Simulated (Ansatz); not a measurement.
`BN[SiH3]` + `[CH3]`• → `B[N][SiH3]`• + CH₄  (hydrogen abstraction from the N–H bond)

Isolated molecules relaxed with PBE0-D4/def2-TZVP in Ansatz; ΔE leaves out vibrations. CBS: MP2 limit from def2 TZ/QZ plus the TZ coupled-cluster correction, frozen cores. This one scheme is used for every species. Functionals use def2-TZVPP. No spin–orbit coupling; open shells (•) take unrestricted orbitals.

```json
{"level": "PBE", "ΔE (kJ/mol)": "-32.2"}
{"level": "RPA@PBE/def2-TZVPP", "ΔE (kJ/mol)": "-1.3"}
```

**Question.** What does CCSD(T)/CBS give? (Best estimate.)

**Answer.** Ansatz gave: +1.2 kJ/mol. The listed levels differ from it by -33.4, -2.5 kJ/mol.

Largest T1 diagnostic among the species: 0.026.

Leaving LDA and LC-ωPBE aside and taking each functional with its dispersion term where it has one, the values, not all of them listed here, spread over 36.9 kJ/mol, from BLYP-D4 to PBE-QIDH. LDA lies −6.8 kJ/mol from PBE without D4. At CCSD(T), def2-SVP lies −4.9 kJ/mol from the extrapolated value and def2-TZVPP −1.0 kJ/mol.
